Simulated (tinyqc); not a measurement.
Worked calculation: extended Hueckel theory, for H2S. One step of it, computed by the program tinyqc.

Problem. Wolfsberg-Helmholz matrix. H_ij = K' S_ij (H_ii + H_jj)/2 for i != j (the diagonal keeps H_ii), with K' = K + D^2 + D^4 (1 - K), D = (H_ii - H_jj)/(H_ii + H_jj), K = 1.75.

overlap S, lower triangle:
```
           1S 3s    1S 3px     1S 3py    1S 3pz     2H 1s     3H 1s
1S 3s   1.000000
1S 3px  0.000000  1.000000
1S 3py  0.000000  0.000000   1.000000
1S 3pz  0.000000  0.000000   0.000000  1.000000
2H 1s   0.403174  0.000000   0.424526  0.273022  1.000000
3H 1s   0.403174  0.000000  -0.424526  0.273022  0.078914  1.000000
```

diagonal H_ii (eV): 1S 3s -20.000000, 1S 3px -13.300000, 1S 3py -13.300000, 1S 3pz -13.300000, 2H 1s -13.600000, 3H 1s -13.600000

K = 1.750000

Give: H.

Solution.

H (eV), lower triangle:
```
          1S 3s   1S 3px   1S 3py   1S 3pz    2H 1s    3H 1s
1S 3s   -20.000
1S 3px    0.000  -13.300
1S 3py    0.000    0.000  -13.300
1S 3pz    0.000    0.000    0.000  -13.300
2H 1s   -12.092    0.000   -9.993   -6.427  -13.600
3H 1s   -12.092    0.000    9.993   -6.427   -1.878  -13.600
```
